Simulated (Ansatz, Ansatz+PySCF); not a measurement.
```yaml
atoms:
  - { symbol: Si, position_ang: [0.0000, 0.0000, -0.5096] }
  - { symbol: O, position_ang: [0.0000, 0.0000, 0.8918] }
```

RHF-MP2 on singlet SiO was run in several spherical basis sets with Ansatz (development build ahead of 0.2.0). Frozen core: 6 orbitals. Caution for RHF-MP2: no unrestricted run beside it, a lower state can exist.

Problem. Rank the basis sets by the total energy that they give, lowest first, with the distance from the lowest.
A. def2-TZVP
B. 6-31G(d)
C. cc-pVDZ
D. cc-pVTZ
E. def2-SVP

Solution. A (0.00 eV), D (0.03 eV), C (3.26 eV), B (3.76 eV), E (7.41 eV).

Totals follow the description of the cores as much as that of the bonds, so this order isn't one of quality for chemistry.
